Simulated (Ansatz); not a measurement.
Reaction (SMILES): FCF → F[CH-]F + H+
B3LYP-D3(BJ)/def2-TZVP geometries, fixed; electronic energies without zero-point terms.
Largest species:
```xyz
5

C      0.0044     0.0053     0.5043
F     -0.0170     1.1024    -0.3021
F      0.0119    -1.1085    -0.2792
H     -0.9025    -0.0002     1.1113
H      0.9218     0.0234     1.0951
```
Charge 0, spin multiplicity 1.

Basis-set convergence of the deprotonation energy at B3LYP with Ansatz (a program for electronic structure). Cartesian d functions, on some or all atoms, in 6-31G*, 6-31+G*; all else is spherical. The program fits the integrals of some runs and decomposes those of others, by size. No added dispersion term, no relativity. Functions are those of the species that has most. Reference: the value in aug-pcseg-3, 405.13 kcal/mol, itself unsure by roughly 0.19 kcal/mol (its mean distance from aug-cc-pVQZ, def2-QZVPPD). Deviations are taken from unrounded values.

```
basis              functions  deprotonation energy (kcal/mol)  minus reference (kcal/mol)
-----------------  ---------  -------------------------------  --------------------------
6-31G*                    49                           428.33                       23.20
def2-SVP                  52                           422.71                       17.58
pcseg-1                   52                           413.95                        8.81
6-31+G*                   61                           402.34                       -2.79
6-311+G**                 78                           402.86                       -2.28
aug-cc-pVDZ               87                           401.44                       -3.69
aug-pcseg-1               87                           402.02                       -3.11
cc-pVTZ                  118                           414.89                        9.76
pcseg-2                  118                           408.05                        2.92
def2-TZVPP               121                           409.87                        4.74
def2-TZVPD               135                           405.28                        0.15
jun-cc-pV(T+d)Z          145                           404.77                       -0.37
6-311++G(3df,3pd)        153                           405.58                        0.45
```
